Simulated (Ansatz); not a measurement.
The input, for Ansatz 0.2.0:

```yaml
crystal:
  periodic: [false, false, false]
  atoms:
    - {symbol: B, position_ang: [0.000000, -0.269857, 1.279075]}
    - {symbol: N, position_ang: [0.000000, 0.133851, -0.928311]}
    - {symbol: H, position_ang: [0.000000, 0.567765, 2.131794]}
    - {symbol: H, position_ang: [0.000000, 1.062170, -1.328523]}
    - {symbol: H, position_ang: [0.000000, -0.595539, -1.622269]}
basis:
  gaussian: {orbitals: cc-pVDZ}
magnetization: {spin_polarized: false, initial_magnetization: 1}
correlation: {active_space: {window: {electrons: 7, orbitals: 4}, states: [{multiplicity: 2, weights: [0.5, 0.5]}], root: 0}}
output: {forces: true}
```

```sh
$ ansatz run in.yaml --threads 1 --pin off --events-out ev --progress --plain --max-ram 2393MiB
```

Log:

```
801 factors; integrals over basis functions are off by at most 2.6e-7 eV
mean field evaluation 1: about -2190.3146 eV, gradient 3.7e1 eV
mean field evaluation 2: about -2190.3146 eV, gradient 3.7e1 eV
mean field evaluation 4: about -2194.3389 eV, gradient 1.4e1 eV
mean field evaluation 8: about -2195.3246 eV, gradient 2.4e-1 eV
mean field evaluation 16: about -2195.0073 eV, gradient 5.0e-1 eV
mean field evaluation 32: about -2190.3138 eV, gradient 3.7e1 eV
mean field -2195.32518419 eV, -80.6767124740 hartree, gradient 1.8e-6 eV, S^2 0.750000; 3 other end points of the search recorded, 0 dependent functions left out
reference -2195.32518419 eV, -80.6767124740 hartree; 8, 7 occupied and 35, 36 virtual orbitals, 801 factors
state -2194.78262714 eV, -80.6567738702 hartree
state -2194.10861427 eV, -80.6320043543 hartree
the calculation of the forces begins
Total energy: -2194.78262714 eV, -80.6567738702 hartree
Atom 0 at     0.000000    -0.269857     1.279075 Å, force     0.000000    -3.745434     1.950548 eV/Å
Atom 1 at     0.000000     0.133851    -0.928311 Å, force    -0.000000     1.730660    -0.994855 eV/Å
Atom 2 at     0.000000     0.567765     2.131794 Å, force    -0.000000     2.189662    -0.219022 eV/Å
Atom 3 at     0.000000     1.062170    -1.328523 Å, force    -0.000000     0.034057    -0.657826 eV/Å
Atom 4 at     0.000000    -0.595539    -1.622269 Å, force     0.000000    -0.208946    -0.078845 eV/Å
Dipole moment:    -0.000000     0.595637    -0.802974 e Å
```

Before any correction even the lowest state lies above the reference determinant, by 0.54 eV, so the averaged orbitals or the space serve it badly.

Forces (eV/Å):
```
B    0.000 -3.745  1.951
N    0.000  1.731 -0.995
H    0.000  2.190 -0.219
H    0.000  0.034 -0.658
H    0.000 -0.209 -0.079
```

Ran on 1 thread of Intel Xeon Platinum 8259CL, shared host: 2.1 s wall, 0.16 GiB peak host memory.
